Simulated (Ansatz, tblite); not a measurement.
# Si(OEt)H3 (C2H8OSi): rung by rung

One table from this session's results is given with a row withheld; the runs are named, their logs left out.

The runs use Ansatz 0.2.0, Gaussian basis; as each input shows.

The runs, in order: GFN1-xTB, GFN2-xTB, PBE-D4/def2-TZVP, r2SCAN-D4/def2-TZVP, revPBE-D4/def2-TZVP, r2SCANh-D4/def2-TZVP, HSE06-D4/def2-TZVP, LC-ωPBE/def2-TZVP, CAM-B3LYP-D4/def2-TZVP, B3LYP-D4/def2-TZVP, BLYP-D4/def2-TZVP, PBE-D4/def2-SVP, PBE0-D4/def2-SVP, HF/6-31G, B3LYP-D4/6-31G, CCSD(T)/def2-TZVPP, MP2/def2-TZVP, RPA/def2-TZVP.

### The geometry

The geometry is that of the singlet, from an earlier relaxation (r2SCAN-D4/def2-SVP).

12 atoms, charge 0, spin multiplicity 1.

Bond lengths: Si1–O2 1.666 Å, Si1–H10 1.486 Å, Si1–H11 1.498 Å, Si1–H12 1.498 Å, O2–C3 1.419 Å, C3–C4 1.513 Å, C3–H5 1.109 Å, C3–H6 1.109 Å, C4–H7 1.101 Å, C4–H8 1.101 Å, C4–H9 1.101 Å. Angles: O2–Si1–H10 106.6°, O2–Si1–H11 111.2°, O2–Si1–H12 111.1°, H10–Si1–H11 110.0°, H10–Si1–H12 110.0°, H11–Si1–H12 108.0°, Si1–O2–C3 123.1°, O2–C3–C4 109.1°, O2–C3–H5 110.1°, O2–C3–H6 110.2°, C4–C3–H5 110.3°, C4–C3–H6 110.2°, H5–C3–H6 106.9°, C3–C4–H7 110.7°, C3–C4–H8 110.3°, C3–C4–H9 110.3°, H7–C4–H8 108.6°, H7–C4–H9 108.6° and more.

PBE0-D4/def2-TZVP was run before; its log isn't repeated, and its numbers join the tables.

The first run:

Tight binding, by tblite at 300 K electronic temperature and without a spin-polarisation term:

```python
tblite.interface.Calculator('GFN1-xTB', numbers, positions, charge=0, uhf=0).singlepoint()
```

Tight binding, by tblite at 300 K electronic temperature and without a spin-polarisation term:

```python
tblite.interface.Calculator('GFN2-xTB', numbers, positions, charge=0, uhf=0).singlepoint()
```

start.molden holds the orbitals of an earlier run on this state, given as this run's starting guess.

Contents of in.yaml:

```yaml
crystal:
  periodic: [false, false, false]
  atoms:
    - {symbol: Si, position_ang: [0.843537, -0.086638, -1.901242]}
    - {symbol: O, position_ang: [0.675202, -0.036750, -0.244992]}
    - {symbol: C, position_ang: [-0.584422, 0.051249, 0.402889]}
    - {symbol: C, position_ang: [-0.371399, 0.051661, 1.900330]}
    - {symbol: H, position_ang: [-1.111435, 0.975692, 0.089687]}
    - {symbol: H, position_ang: [-1.227822, -0.802640, 0.107094]}
    - {symbol: H, position_ang: [-1.333649, 0.121185, 2.430872]}
    - {symbol: H, position_ang: [0.137564, -0.872290, 2.214315]}
    - {symbol: H, position_ang: [0.256314, 0.905705, 2.196778]}
    - {symbol: H, position_ang: [2.301565, -0.174313, -2.176596]}
    - {symbol: H, position_ang: [0.274450, 1.143044, -2.539686]}
    - {symbol: H, position_ang: [0.140086, -1.275894, -2.479469]}
basis:
  gaussian: {orbitals: def2-TZVP, initial_orbitals: start.molden}
hamiltonian: {xc: pbe, dispersion: d4}
scf: {omitted_lower_state_checks: [starts]}
output: {orbitals: {seedname: orbitals}}
```

The run is started by

```
$ ansatz run in.yaml --threads 4 --pin off --events-out ev --progress --plain --max-ram 3916MiB
```

Steps of the session up to this table: PBE-D4/def2-TZVP; r2SCAN-D4/def2-TZVP; revPBE-D4/def2-TZVP; r2SCANh-D4/def2-TZVP; HSE06-D4/def2-TZVP; LC-ωPBE/def2-TZVP; CAM-B3LYP-D4/def2-TZVP; B3LYP-D4/def2-TZVP; BLYP-D4/def2-TZVP; PBE-D4/def2-SVP; PBE0-D4/def2-SVP; HF/6-31G; B3LYP-D4/6-31G; CCSD(T)/def2-TZVPP; MP2/def2-TZVP; RPA/def2-TZVP.

One of the session's tables, all rows but one given; the rest of the session is left out.

| level | HOMO (eV) | LUMO (eV) | gap (eV) |
| --- | --- | --- | --- |
| HF/6-31G | -11.59 | 3.79 | 15.38 |
| PBE-D4/def2-SVP | -6.38 | -0.08 | 6.29 |
| PBE-D4/def2-TZVP | -6.55 | -0.56 | 5.99 |
| revPBE-D4/def2-TZVP | -6.51 | -0.44 | 6.07 |
| BLYP-D4/def2-TZVP | -6.48 | -0.43 | 6.05 |
| r2SCAN-D4/def2-TZVP | ? | ? | ? |
| r2SCANh-D4/def2-TZVP | -7.44 | 0.19 | 7.63 |
| B3LYP-D4/6-31G | -7.39 | 0.50 | 7.88 |
| B3LYP-D4/def2-TZVP | -7.84 | 0.09 | 7.93 |
| PBE0-D4/def2-SVP | -7.95 | 0.83 | 8.77 |
| PBE0-D4/def2-TZVP | -8.06 | 0.32 | 8.37 |
| HSE06-D4/def2-TZVP | -7.65 | -0.06 | 7.59 |
| CAM-B3LYP-D4/def2-TZVP | -9.51 | 1.27 | 10.77 |
| LC-ωPBE/def2-TZVP | -10.83 | 2.47 | 13.29 |

Estimate the missing values for r2SCAN-D4/def2-TZVP.

As computed: HOMO (eV): -6.87; LUMO (eV): -0.10; gap (eV): 6.78. In the column «HOMO (eV)» it lies between B3LYP-D4/6-31G (-7.39) and PBE-D4/def2-TZVP (-6.55).
